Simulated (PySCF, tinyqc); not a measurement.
CCSD on RHF in the sto-6g basis, for BH, spin multiplicity 1, step by step. The lowest restricted solution is unstable here: a spin-polarised one lies 0.0138 hartree lower (PySCF). Computed by tinyqc, a small Python program that keeps every step (integrals from PySCF). Settings: charge = 0, multiplicity = 1, basis = sto-6g, method = RHF, energy threshold = 1e-10, iteration cap = 84, orthogonalisation = symmetric, start = core, DIIS depth = 6, amplitude equations = CCSD, DIIS depth for amplitudes = 4, cap on updates = 85. Command: `OMP_NUM_THREADS=1 python tinyqc.py 26223 26224 out.jsonl` (the two numbers bound the seeds that draw the settings). One thread of a shared host (Intel(R) Xeon(R) Processor @ 2.60GHz), about 0.3 s of CPU time with the checks. The early iterations of the SCF are left out here.

## One-electron integrals

Geometry (angstrom):
```
atom       x       y       z
B     0.0000  0.0000  0.0000
H     0.0000  0.0000  1.8750
```

Basis sto-6g: exponents (1/bohr^2) and contraction coefficients of normalised primitives:
```
element  l (shell)  exponent  coefficient
B            s (1)  506.0111       0.0092
B            s (1)   92.7768       0.0494
B            s (1)   25.9557       0.1685
B            s (1)    8.9164       0.3706
B            s (1)    3.4625       0.4165
B            s (1)    1.4261       0.1303
B            s (2)   23.1946      -0.0133
B            s (2)    4.5908      -0.0470
B            s (2)    1.4268      -0.0338
B            s (2)    0.5489       0.2502
B            s (2)    0.2384       0.5951
B            s (2)    0.1093       0.2407
B            p (3)   23.1946       0.0038
B            p (3)    4.5908       0.0377
B            p (3)    1.4268       0.1739
B            p (3)    0.5489       0.4180
B            p (3)    0.2384       0.4259
B            p (3)    0.1093       0.1017
H            s (1)   35.5232       0.0092
H            s (1)    6.5131       0.0494
H            s (1)    1.8221       0.1685
H            s (1)    0.6260       0.3706
H            s (1)    0.2431       0.4165
H            s (1)    0.1001       0.1303
```

Overlap, kinetic and nuclear-attraction integrals over the contracted functions; the nuclear repulsion is the sum of Za Zb / Rab.

nuclear repulsion = 1.411139 hartree

overlap S, order 1B 1s, 1B 2s, 1B 2px, 1B 2py, 1B 2pz, 2H 1s:
$$\begin{pmatrix}
1.0000 & 0.2649 & 0.0000 & 0.0000 & 0.0000 & 0.0145 \\
0.2649 & 1.0000 & 0.0000 & 0.0000 & 0.0000 & 0.1982 \\
0.0000 & 0.0000 & 1.0000 & 0.0000 & 0.0000 & 0.0000 \\
0.0000 & 0.0000 & 0.0000 & 1.0000 & 0.0000 & 0.0000 \\
0.0000 & 0.0000 & 0.0000 & 0.0000 & 1.0000 & 0.2426 \\
0.0145 & 0.1982 & 0.0000 & 0.0000 & 0.2426 & 1.0000
\end{pmatrix}$$

kinetic energy T (hartree), order 1B 1s, 1B 2s, 1B 2px, 1B 2py, 1B 2pz, 2H 1s:
$$\begin{pmatrix}
10.9472 & -0.3339 & 0.0000 & 0.0000 & 0.0000 & -0.0057 \\
-0.3339 & 0.3745 & 0.0000 & 0.0000 & 0.0000 & -0.0038 \\
0.0000 & 0.0000 & 1.1250 & 0.0000 & 0.0000 & 0.0000 \\
0.0000 & 0.0000 & 0.0000 & 1.1250 & 0.0000 & 0.0000 \\
0.0000 & 0.0000 & 0.0000 & 0.0000 & 1.1250 & 0.0302 \\
-0.0057 & -0.0038 & 0.0000 & 0.0000 & 0.0302 & 0.7685
\end{pmatrix}$$

nuclear attraction V (hartree), order 1B 1s, 1B 2s, 1B 2px, 1B 2py, 1B 2pz, 2H 1s:
$$\begin{pmatrix}
-23.6739 & -2.8189 & 0.0000 & 0.0000 & -0.0079 & -0.1682 \\
-2.8189 & -4.0318 & 0.0000 & 0.0000 & -0.0756 & -0.5889 \\
0.0000 & 0.0000 & -4.0173 & 0.0000 & 0.0000 & 0.0000 \\
0.0000 & 0.0000 & 0.0000 & -4.0173 & 0.0000 & 0.0000 \\
-0.0079 & -0.0756 & 0.0000 & 0.0000 & -4.0603 & -0.6799 \\
-0.1682 & -0.5889 & 0.0000 & 0.0000 & -0.6799 & -2.6495
\end{pmatrix}$$

core Hamiltonian H = T + V (hartree), order 1B 1s, 1B 2s, 1B 2px, 1B 2py, 1B 2pz, 2H 1s:
$$\begin{pmatrix}
-12.7267 & -3.1528 & 0.0000 & 0.0000 & -0.0079 & -0.1738 \\
-3.1528 & -3.6573 & 0.0000 & 0.0000 & -0.0756 & -0.5927 \\
0.0000 & 0.0000 & -2.8922 & 0.0000 & 0.0000 & 0.0000 \\
0.0000 & 0.0000 & 0.0000 & -2.8922 & 0.0000 & 0.0000 \\
-0.0079 & -0.0756 & 0.0000 & 0.0000 & -2.9353 & -0.6497 \\
-0.1738 & -0.5927 & 0.0000 & 0.0000 & -0.6497 & -1.8810
\end{pmatrix}$$

## Two-electron integrals

Functions are numbered as in S; the eight-fold symmetry (ij|kl) = (ji|kl) = (kl|ij) leaves the list below.

Two-electron integrals (ij|kl) in chemists' order, unique and non-zero (hartree):
```
(11|11) 2.9250     (21|11) 0.4808     (21|21) 0.0995     (22|11) 0.7434
(22|21) 0.1890     (22|22) 0.5449     (31|31) 0.0211     (32|31) 0.0309
(32|32) 0.1204     (33|11) 0.7434     (33|21) 0.1890     (33|22) 0.5449
(33|33) 0.5871     (41|41) 0.0211     (42|41) 0.0309     (42|42) 0.1204
(43|43) 0.0316     (44|11) 0.7434     (44|21) 0.1890     (44|22) 0.5449
(44|33) 0.5238     (44|44) 0.5871     (51|51) 0.0211     (52|51) 0.0309
(52|52) 0.1204     (53|53) 0.0316     (54|54) 0.0316     (55|11) 0.7434
(55|21) 0.1890     (55|22) 0.5449     (55|33) 0.5238     (55|44) 0.5238
(55|55) 0.5871     (61|11) 0.0269     (61|21) 0.0054     (61|22) 0.0102
(61|33) 0.0102     (61|44) 0.0102     (61|51) 4.30e-04   (61|52) 0.0008
(61|55) 0.0104     (61|61) 3.05e-04   (62|11) 0.0934     (62|21) 0.0243
(62|22) 0.0810     (62|33) 0.0786     (62|44) 0.0786     (62|51) 0.0028
(62|52) 0.0184     (62|55) 0.0860     (62|61) 0.0014     (62|62) 0.0201
(63|31) 0.0021     (63|32) 0.0104     (63|53) 0.0031     (63|63) 0.0017
(64|41) 0.0021     (64|42) 0.0104     (64|54) 0.0031     (64|64) 0.0017
(65|11) 0.1009     (65|21) 0.0266     (65|22) 0.0925     (65|33) 0.0881
(65|44) 0.0881     (65|51) 0.0045     (65|52) 0.0289     (65|55) 0.1014
(65|61) 0.0016     (65|62) 0.0265     (65|65) 0.0360     (66|11) 0.2820
(66|21) 0.0747     (66|22) 0.2792     (66|33) 0.2667     (66|44) 0.2667
(66|51) 0.0078     (66|52) 0.0718     (66|55) 0.3043     (66|61) 0.0044
(66|62) 0.1001     (66|65) 0.1413     (66|66) 0.7750
```

## Orthogonalisation

S = U s U^T; symmetric (Loewdin) form X = U s^(-1/2) U^T, so that X^T S X = 1.

eigenvalues of S: [0.6348, 0.8202, 1.0000, 1.0000, 1.1658, 1.3792]

X, order 1B 1s, 1B 2s, 1B 2px, 1B 2py, 1B 2pz, 2H 1s:
$$\begin{pmatrix}
1.0282 & -0.1412 & 0.0000 & 0.0000 & -0.0031 & 0.0143 \\
-0.1412 & 1.0449 & 0.0000 & 0.0000 & 0.0202 & -0.1091 \\
0.0000 & 0.0000 & 1.0000 & 0.0000 & 0.0000 & 0.0000 \\
0.0000 & 0.0000 & 0.0000 & 1.0000 & 0.0000 & 0.0000 \\
-0.0031 & 0.0202 & 0.0000 & 0.0000 & 1.0238 & -0.1295 \\
0.0143 & -0.1091 & 0.0000 & 0.0000 & -0.1295 & 1.0401
\end{pmatrix}$$

## Iteration 9 (converged): orbitals

converged F (hartree), order 1B 1s, 1B 2s, 1B 2px, 1B 2py, 1B 2pz, 2H 1s:
$$\begin{pmatrix}
-7.4830 & -2.0880 & 0.0000 & 0.0000 & -0.0142 & -0.1183 \\
-2.0880 & -0.9782 & 0.0000 & 0.0000 & 0.0177 & -0.2220 \\
0.0000 & 0.0000 & 0.2398 & 0.0000 & 0.0000 & 0.0000 \\
0.0000 & 0.0000 & 0.0000 & 0.2398 & 0.0000 & 0.0000 \\
-0.0142 & 0.0177 & 0.0000 & 0.0000 & 0.0186 & -0.2592 \\
-0.1183 & -0.2220 & 0.0000 & 0.0000 & -0.2592 & -0.1459
\end{pmatrix}$$

Diagonalise F' = X^T F X, C = X C', fill 3 alpha and 3 beta electrons from the bottom; D = 2 C_occ C_occ^T. Each column has its largest component positive (the first on a tie).

F' = X^T F X (hartree):
$$\begin{pmatrix}
-7.3264 & -1.0476 & 0.0000 & 0.0000 & -0.0273 & 0.0211 \\
-1.0476 & -0.5538 & 0.0000 & 0.0000 & 0.0660 & -0.1583 \\
0.0000 & 0.0000 & 0.2398 & 0.0000 & 0.0000 & 0.0000 \\
0.0000 & 0.0000 & 0.0000 & 0.2398 & 0.0000 & 0.0000 \\
-0.0273 & 0.0660 & 0.0000 & 0.0000 & 0.0874 & -0.2714 \\
0.0211 & -0.1583 & 0.0000 & 0.0000 & -0.2714 & -0.0470
\end{pmatrix}$$

orbital energies (hartree): MO1 -7.4848, MO2 -0.4605, MO3 -0.2270, MO4 0.2398, MO5 0.2398, MO6 0.3326

coefficients C, order 1B 1s, 1B 2s, 1B 2px, 1B 2py, 1B 2pz, 2H 1s:
$$\begin{pmatrix}
0.9955 & -0.2613 & 0.1117 & 0.0000 & 0.0000 & -0.0739 \\
0.0165 & 0.9152 & -0.4403 & 0.0000 & 0.0000 & 0.3036 \\
0.0000 & 0.0000 & 0.0000 & 0.0411 & 0.9992 & 0.0000 \\
0.0000 & 0.0000 & 0.0000 & 0.9992 & -0.0411 & 0.0000 \\
0.0023 & 0.0549 & 0.5757 & 0.0000 & 0.0000 & 0.8549 \\
-0.0020 & 0.3132 & 0.6468 & 0.0000 & 0.0000 & -0.7709
\end{pmatrix}$$

D after iteration 9, order 1B 1s, 1B 2s, 1B 2px, 1B 2py, 1B 2pz, 2H 1s:
$$\begin{pmatrix}
2.1437 & -0.5439 & 0.0000 & 0.0000 & 0.1044 & -0.0232 \\
-0.5439 & 2.0637 & 0.0000 & 0.0000 & -0.4064 & 0.0037 \\
0.0000 & 0.0000 & 0.0000 & 0.0000 & 0.0000 & 0.0000 \\
0.0000 & 0.0000 & 0.0000 & 0.0000 & 0.0000 & 0.0000 \\
0.1044 & -0.4064 & 0.0000 & 0.0000 & 0.6690 & 0.7791 \\
-0.0232 & 0.0037 & 0.0000 & 0.0000 & 0.7791 & 1.0329
\end{pmatrix}$$

Within a degenerate level the vectors are fixed only up to a rotation; this is one choice.

## Convergence

Stop when the energy changes by less than 1e-10 hartree and every element of the error matrix X^T (F D S - S D F) X is below 3e-06.

Course of the cycle:
```
iteration  E (hartree)     change  largest element of the error matrix
1           -24.274765          -                             3.27e-01
2           -24.770541  -4.96e-01                             2.61e-01
3           -24.878031  -1.07e-01                             7.42e-02
4           -24.889117  -1.11e-02                             3.70e-03
5           -24.889142  -2.52e-05                             1.33e-03
6           -24.889144  -1.55e-06                             1.02e-04
7           -24.889144  -1.24e-08                             1.47e-05
8           -24.889144  -2.70e-10                             2.59e-08
9           -24.889144     0.0000                             3.77e-09
```

PySCF RHF in the same basis = -24.889144 hartree

Converged in 9 iterations.

## Integrals over molecular orbitals

(pq|rs) = sum C_ip C_jq C_kr C_ls (ij|kl), one index at a time.

one-electron integrals over orbitals h = C^T H C (hartree):
$$\begin{pmatrix}
-12.7172 & 0.3401 & -0.1377 & 0.0000 & 0.0000 & 0.0966 \\
0.3401 & -2.9591 & 0.2635 & 0.0000 & 0.0000 & -0.3565 \\
-0.1377 & 0.2635 & -2.4517 & 0.0000 & 0.0000 & -0.4728 \\
0.0000 & 0.0000 & 0.0000 & -2.8922 & 0.0000 & 0.0000 \\
0.0000 & 0.0000 & 0.0000 & 0.0000 & -2.8922 & 0.0000 \\
0.0966 & -0.3565 & -0.4728 & 0.0000 & 0.0000 & -2.4526
\end{pmatrix}$$

Two-electron integrals over orbitals (pq|rs), unique and non-zero (hartree):
```
(11|11) 2.9047     (21|11) -0.3033    (21|21) 0.0513     (22|11) 0.6746
(22|21) -0.0148    (22|22) 0.4725     (31|11) 0.1283     (31|21) -0.0210
(31|22) 0.0095     (31|31) 0.0169     (32|11) -0.1390    (32|21) 0.0074
(32|22) -0.0185    (32|31) 0.0079     (32|32) 0.1137     (33|11) 0.5234
(33|21) -0.0070    (33|22) 0.4209     (33|31) -0.0021    (33|32) 0.0120
(33|33) 0.4667     (41|41) 0.0219     (42|41) 0.0250     (42|42) 0.0936
(43|41) -0.0105    (43|42) -0.0360    (43|43) 0.0285     (44|11) 0.7431
(44|21) -0.0104    (44|22) 0.4910     (44|31) 0.0041     (44|32) -0.0763
(44|33) 0.4038     (44|44) 0.5871     (51|51) 0.0219     (52|51) 0.0250
(52|52) 0.0936     (53|51) -0.0105    (53|52) -0.0360    (53|53) 0.0285
(54|54) 0.0316     (55|11) 0.7431     (55|21) -0.0104    (55|22) 0.4910
(55|31) 0.0041     (55|32) -0.0763    (55|33) 0.4038     (55|44) 0.5238
(55|55) 0.5871     (61|11) -0.0866    (61|21) 0.0159     (61|22) 1.57e-04
(61|31) 0.0046     (61|32) 0.0163     (61|33) -0.0085    (61|44) -0.0029
(61|55) -0.0029    (61|61) 0.0197     (62|11) 0.1297     (62|21) -0.0035
(62|22) 0.0567     (62|31) 0.0130     (62|32) -0.0013    (62|33) -0.0275
(62|44) 0.0719     (62|55) 0.0719     (62|61) 0.0139     (62|62) 0.0850
(63|11) 0.1911     (63|21) -0.0038    (63|22) 0.0553     (63|31) -0.0032
(63|32) -0.1112    (63|33) -0.0166    (63|44) 0.1088     (63|55) 0.1088
(63|61) -0.0074    (63|62) 0.0527     (63|63) 0.1590     (64|41) 0.0067
(64|42) 0.0251     (64|43) 0.0061     (64|64) 0.0252     (65|51) 0.0067
(65|52) 0.0251     (65|53) 0.0061     (65|65) 0.0252     (66|11) 0.6000
(66|21) -0.0077    (66|22) 0.4597     (66|31) 0.0103     (66|32) 0.0460
(66|33) 0.4648     (66|44) 0.4354     (66|55) 0.4354     (66|61) 0.0073
(66|62) 0.0264     (66|63) -0.0200    (66|66) 0.5192
```

## CCSD: starting amplitudes

t_ij^ab = <ij||ab> / (e_i + e_j - e_a - e_b), whose energy is MP2.

Starting amplitudes (spin orbitals 1a, 1b, ...; amplitudes related by a flip of all spins are not repeated):
```
from      to        t
3a 3b  6a 6b  -0.1421
2a 2b  5a 5b  -0.0668
2a 2b  4a 4b  -0.0668
2a 2b  6a 6b  -0.0536
2a 3b  6a 6b  -0.0390
2a 3b  5a 5b   0.0308
2a 3b  4a 4b   0.0308
3a 3b  5a 5b  -0.0305
3a 3b  4a 4b  -0.0305
1a 2b  5a 5b  -0.0030
1a 2b  4a 4b  -0.0030
1a 2b  6a 6b  -0.0016
1a 1b  5a 5b  -0.0014
1a 1b  4a 4b  -0.0014
1a 3b  5a 5b   0.0013
1a 3b  4a 4b   0.0013
1a 1b  6a 6b  -0.0013
1a 3b  6a 6b   0.0009
```

correlation energy = -0.050432 hartree

## CCSD: amplitude update 1

t_i^a D_i^a and t_ij^ab D_ij^ab are set to the remaining terms of the spin-orbital equations, evaluated with the old amplitudes; for the doubles these are <ij||ab> + 1/2 <ab||ef> t_ij^ef + 1/2 <mn||ij> t_mn^ab + P(ij)P(ab) <mb||ej> t_im^ae + terms in t^2 + terms with t1, D the orbital-energy denominators.

Amplitudes after update 1 (spin orbitals 1a, 1b, ...; amplitudes related by a flip of all spins are not repeated):
```
from      to         t
3a 3b  6a 6b   -0.2035
2a 2b  5a 5b   -0.0994
2a 2b  4a 4b   -0.0994
2a 2b  6a 6b   -0.0657
2a 3b  6a 6b   -0.0605
2a 3b  5a 5b    0.0534
2a 3b  4a 4b    0.0534
3a 3b  5a 5b   -0.0422
3a 3b  4a 4b   -0.0422
2a        6a    0.0181
3a        6a    0.0085
1a 2b  5a 5b   -0.0031
1a 2b  4a 4b   -0.0031
1a 2b  6a 6b   -0.0016
1a 3b  5a 5b    0.0013
1a 3b  4a 4b    0.0013
1a 1b  5a 5b   -0.0011
1a 1b  4a 4b   -0.0011
1a 1b  6a 6b   -0.0010
1a 3b  6a 6b    0.0006
1a        6a  7.13e-05
```

correlation energy = -0.073436 hartree

## CCSD: amplitude update 2

As before.

Amplitudes after update 2 (spin orbitals 1a, 1b, ...; amplitudes related by a flip of all spins are not repeated):
```
from      to         t
3a 3b  6a 6b   -0.2327
2a 2b  5a 5b   -0.1170
2a 2b  4a 4b   -0.1170
2a 3b  6a 6b   -0.0710
2a 3b  5a 5b    0.0662
2a 3b  4a 4b    0.0662
2a 2b  6a 6b   -0.0661
3a 3b  5a 5b   -0.0485
3a 3b  4a 4b   -0.0485
2a        6a    0.0305
3a        6a    0.0127
1a 2b  5a 5b   -0.0029
1a 2b  4a 4b   -0.0029
1a 2b  6a 6b   -0.0015
1a 3b  5a 5b    0.0011
1a 3b  4a 4b    0.0011
1a 1b  5a 5b   -0.0010
1a 1b  4a 4b   -0.0010
1a 1b  6a 6b   -0.0009
1a 3b  6a 6b  4.63e-04
1a        6a  1.59e-05
```

correlation energy = -0.084597 hartree

## CCSD: amplitude update 3

t_i^a D_i^a and t_ij^ab D_ij^ab are set to the remaining terms of the spin-orbital equations, evaluated with the old amplitudes; for the doubles these are <ij||ab> + 1/2 <ab||ef> t_ij^ef + 1/2 <mn||ij> t_mn^ab + P(ij)P(ab) <mb||ej> t_im^ae + terms in t^2 + terms with t1, D the orbital-energy denominators. DIIS then mixes the stored amplitudes.

DIIS coefficients: [-1.0691, 2.0691]

Amplitudes after update 3 (spin orbitals 1a, 1b, ...; amplitudes related by a flip of all spins are not repeated):
```
from      to          t
3a 3b  6a 6b    -0.2634
2a 2b  5a 5b    -0.1368
2a 2b  4a 4b    -0.1368
2a 3b  5a 5b     0.0807
2a 3b  4a 4b     0.0807
2a 3b  6a 6b    -0.0806
2a 2b  6a 6b    -0.0620
3a 3b  5a 5b    -0.0559
3a 3b  4a 4b    -0.0559
2a        6a     0.0448
3a        6a     0.0159
1a 2b  4a 4b    -0.0028
1a 2b  5a 5b    -0.0028
1a 2b  6a 6b    -0.0015
1a 3b  4a 4b     0.0009
1a 3b  5a 5b     0.0009
1a 1b  6a 6b    -0.0009
1a 1b  4a 4b    -0.0008
1a 1b  5a 5b    -0.0008
1a 3b  6a 6b   3.08e-04
1a        6a  -9.31e-05
```

correlation energy = -0.096174 hartree

## CCSD: convergence

E_corr = 1/4 sum <ij||ab> t_ij^ab + 1/2 sum <ij||ab> t_i^a t_j^b; stop when the norm of the change is below 1e-8.

Course of the amplitude iterations:
```
update  correlation energy (hartree)  norm of the change
0                          -0.050432                   -
1                          -0.073436            1.95e-01
2                          -0.084597            1.00e-01
3                          -0.096174            5.28e-02
4                          -0.096001            4.96e-03
5                          -0.096175            1.17e-03
6                          -0.096141            3.42e-04
7                          -0.096141            7.24e-05
8                          -0.096142            3.64e-05
9                          -0.096142            2.57e-06
10                         -0.096142            6.49e-07
11                         -0.096142            1.46e-07
12                         -0.096142            3.64e-08
13                         -0.096142            1.33e-08
14                         -0.096142            5.85e-09
```

Converged amplitudes (spin orbitals 1a, 1b, ...; amplitudes related by a flip of all spins are not repeated):
```
from      to          t
3a 3b  6a 6b    -0.2642
2a 2b  5a 5b    -0.1379
2a 2b  4a 4b    -0.1379
2a 3b  5a 5b     0.0812
2a 3b  4a 4b     0.0812
2a 3b  6a 6b    -0.0783
2a 2b  6a 6b    -0.0591
3a 3b  5a 5b    -0.0564
3a 3b  4a 4b    -0.0564
2a        6a     0.0461
3a        6a     0.0140
1a 2b  4a 4b    -0.0027
1a 2b  5a 5b    -0.0027
1a 2b  6a 6b    -0.0015
1a 1b  6a 6b    -0.0009
1a 3b  4a 4b     0.0009
1a 3b  5a 5b     0.0009
1a 1b  4a 4b    -0.0008
1a 1b  5a 5b    -0.0008
1a 3b  6a 6b   2.93e-04
1a        6a  -1.19e-04
```

CCSD total energy = -24.985286 hartree

T1 diagnostic, norm of the one-spin t1 over sqrt(correlated electrons) = 0.0197

Converged in 14 updates, with DIIS from the third.
